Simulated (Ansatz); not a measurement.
Below is the output of a Python script on Ansatz 0.2.0, Python API that makes a geometry optimisation of AlH4 (charge -1), SMILES [AlH4-]. Write a script that gives it. Level of theory: B3LYP, def2-TZVP basis, multiplicity 1.

The script reads `alh4.xyz`:
```text
5

Al   -0.00002    0.00006   -0.00108
H     1.44351   -0.50427    0.55641
H    -1.18297   -0.60450    0.93913
H    -0.20384   -0.51713   -1.53071
H    -0.05667    1.62585    0.03625
```

```console
$ python alh4_opt.py
step   1  E = -6663.661348 eV  largest force component 0.1576 eV/A
step   2  E = -6663.665468 eV  largest force component 0.0210 eV/A
step   3  E = -6663.665544 eV  largest force component 0.0053 eV/A
step   4  E = -6663.665550 eV  largest force component 0.0001 eV/A
converged              True
free_energy_ev         -6663.66579696855
reference_energy_ev    -6663.66579696855
n_frozen               0
n_occupied             [9, 9]
n_virtual              [52, 52]
final positions (A) and the move of each atom
Al    0.00000    0.00000   -0.00002    0.0011
H     1.45617   -0.50881    0.56016    0.0140
H    -1.19372   -0.60984    0.94669    0.0142
H    -0.20515   -0.52102   -1.54261    0.0126
H    -0.05729    1.63969    0.03577    0.0139
dipole moment 0.0 D
Mulliken: [('Al', 0.075), ('H', -0.269), ('H', -0.269), ('H', -0.269), ('H', -0.269)]
```

The script that was run (others could print the same):

Script `alh4_opt.py`:
```python
"""Minimum-energy structure of AlH4(-)."""

import warnings

import ansatz
import numpy as np

warnings.simplefilter("ignore", ansatz.DeckWarning)

geometry = ansatz.Crystal.molecule_from_extxyz("alh4.xyz")

model = geometry.calculation().basis(gaussian="def2-TZVP").functional("B3LYP").charge(-1)
symbols = [site.symbol for site in geometry.cartesian_sites]
start = np.array([site.position_ang for site in geometry.cartesian_sites], dtype=float)
def progress(event):
    if event["event"] == "relax_step":
        row = event["data"]
        print(f"step {row['step']:3d}  E = {row['lagrangian_ev']:.6f} eV  largest force component {row['allowed_force_max_ev_ang']:.4f} eV/A")


r = model.relax(force_tolerance=0.005).session().plan().execute(on_event=progress).report
end = np.array(r["positions_ang"])

for key in ("converged", "free_energy_ev", "reference_energy_ev", "n_frozen", "n_occupied", "n_virtual"):
    print(f"{key:22s} {r[key]}")

print("final positions (A) and the move of each atom")
for symbol, xyz, old in zip(symbols, end, start):
    print(f"{symbol:2s} {xyz[0]:10.5f} {xyz[1]:10.5f} {xyz[2]:10.5f}   {np.linalg.norm(xyz - old):7.4f}")

charges = r["charge_distribution"]
print("dipole moment", round(4.803205 * float(np.linalg.norm(charges["dipole_moment_e_ang"])), 3), "D")
print("Mulliken:", [(s, round(q, 3)) for s, q in zip(symbols, charges["mulliken_charges_e"])])
with open("alh4_opt.xyz", "w") as handle:
    handle.write(f"{len(symbols)}\nrelaxed AlH4(-)\n")
    handle.writelines(f"{s:2s} {x:11.6f} {y:11.6f} {z:11.6f}\n" for s, (x, y, z) in zip(symbols, end))
```

Caveats:
- Total energies depend on the basis set; only differences at equal settings carry meaning.
- The end point is the stationary point reached from this start; no frequency run checks that it is a minimum, and the basis set is modest.
- An ion's dipole depends on the origin; the program takes it about the centre of nuclear charge.
- b3lyp holds the VWN-RPA fit, as in Gaussian; the form of ORCA and Turbomole is b3lyp5.
- Anions want diffuse functions, which this basis lacks.
- Wall time of the script: 4 s on 1 thread of Intel(R) Xeon(R) 6975P-C (Granite Rapids), with other jobs on the host, peak memory 0.17 GiB.

(Lines on the test bed's own set-up are left out of the output.)
